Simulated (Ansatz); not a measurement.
Ethane → CH₄ + `[CH2]` (triplet) at 700 K and 1 bar (formal loss of a carbene).

Program: Ansatz. Geometries: PBE0-D4/def2-TZVP. ΔE: electronic, gas phase. CBS: def2 TZ/QZ extrapolation, frozen cores. Triplets are unrestricted, without spin–orbit coupling.

| species | CCSD(T)/CBS energy (Eh) | H − E (kJ/mol) | S (J/(mol·K)) |
| --- | --- | --- | --- |
| `CC` | -79.71389 | 238.1 | 289.3 |
| CH₄ | -40.45885 | 145.9 | 224.0 |
| `[CH2]` (triplet) | -39.09310 | 70.4 | 226.8 |

H − E and S are ideal-gas, rigid-rotor, harmonic terms from PBE0-D4/def2-TZVP, with the whole ground term of open shells counted as degenerate. 1 Eh = 2625.50 kJ/mol, R = 8.31446 J/(mol·K).

Problem. By hand: ΔE, ΔH, ΔS and ΔG.

Solution. ΔE = (-40.45885) + (-39.09310) − (-79.71389) = 0.16194 Eh = 425.2 kJ/mol. Δ(H − E) = 145.9 + 70.4 − 238.1 = -21.8, so ΔH = 403.4 kJ/mol. ΔS = 224.0 + 226.8 − 289.3 = 161.5 J/(mol·K). ΔG = 403.4 − 700 × (161.5)/1000 = 290.3 kJ/mol.

Problem. By hand: the equilibrium constant, and the temperature at which ΔG would vanish if ΔH and ΔS stayed fixed.

Solution. log₁₀ K = −ΔG/(RT ln 10) = -21.7. ΔG = 0 at ΔH/ΔS = 2498 K.

The number of gas molecules changes by +1, which sets the sign of ΔS. A doubt of 5 kJ/mol in ΔE shifts log₁₀ K by 0.4 here. A triplet takes part, so the spin changes. These are equilibria of isolated gas molecules and say nothing of rates. Largest T1 diagnostic: 0.011 (customary marks: 0.02 for closed shells, 0.045 for open ones).
